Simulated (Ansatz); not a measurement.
Input for Ansatz (development build ahead of 0.2.0):

```yaml
crystal:
  periodic: [false, false, false]
  atoms:
    - { symbol: H, position_ang: [-0.04012, -0.0069, -1.59712] }
    - { symbol: C, position_ang: [-0.03241, -0.00411, -0.55279] }
    - { symbol: O, position_ang: [-0.03379, -0.03223, 0.60735] }
basis:
  gaussian: { orbitals: STO-3G }
total_charge: 1
hamiltonian:
  xc: hf
correlation:
  method: mp2
  frozen_orbitals: { C: 1, H: 0, O: 1 }
```

The input is written out in the form of the current development build from the run's settings.

The run gave:

```yaml
Converged: yes
Reference_energy: -111.49770 hartree
Correlation_energy: -0.16717 hartree
Total_energy: -111.66488 hartree
Spin_squared_of_the_determinant: 0.000
```
